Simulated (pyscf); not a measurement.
Structures and frequencies: ωB97X-D3(BJ)/def2-SVP in PySCF.

**Question.** PBE/def2-TZVP puts the barrier of H₃C–SiH•–Cl + HCl -> CH₄ + Cl–SiH•–Cl (four-centre exchange; doublet surface; C–Si, Cl–H broken, C–H, Cl–Si formed) at 1.14 eV and the reaction energy at -1.07 eV, from the separated reactants. What do B3LYP-D3(BJ)/def2-TZVP, M06-2X/def2-TZVP, ωB97M-D3(BJ)/def2-TZVP give on the same structures?

**Answer.** B3LYP-D3(BJ): ΔE‡ = 1.41 eV, ΔE = -1.09 eV; M06-2X: ΔE‡ = 1.42 eV, ΔE = -1.09 eV; ωB97M-D3(BJ): ΔE‡ = 1.45 eV, ΔE = -1.05 eV. PBE's barrier lies under all of them, by 0.27 to 0.30 eV. Its reaction energy lies among theirs. Low barriers are usual for a GGA, whose delocalisation error favours stretched bonds. This is the saddle that the search found; another between the same sides may lie lower.
